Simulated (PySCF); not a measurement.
The same gas-phase reaction for B, Ga, In:
- BF3 + H2 → BF + 2 HF
- GaF3 + H2 → GaF + 2 HF
- InF3 + H2 → InF + 2 HF

Energies from PySCF, thermal terms from the rigid-rotor harmonic-oscillator model, ideal gas at 1 bar. † marks an energy on the PBE0/def2-TZVP geometry and frequencies; other levels use their own. CCSD(T) freezes the core. All species are closed-shell singlets. In: scalar-relativistic def2 core potential, no spin-orbit coupling. Ga: all electrons, no relativistic terms. CCSD(T) isn't extrapolated to the basis-set limit.

ΔH°(298 K) in kJ, by level:

```tsv
level	B	Ga	In
ωB97M-V/def2-TZVP†	501.1	?	-4.4
CCSD(T)/def2-TZVPP†	478.4	?	-27.1
CCSD(T)/def2-SVP†	520.7	153.0	-0.5
BLYP/def2-TZVP†	497.7	?	-27.1
PBE0/def2-TZVP	513.7	?	-22.2
PBE0/def2-SVP†	565.1	?	-19.3
```

### Question
Some entries are withheld; supply them.

### Answer

- ωB97M-V/def2-TZVP†, Ga: 118.5
- CCSD(T)/def2-TZVPP†, Ga: 129.2
- BLYP/def2-TZVP†, Ga: 96.8
- PBE0/def2-TZVP, Ga: 115.7
- PBE0/def2-SVP†, Ga: 141.9
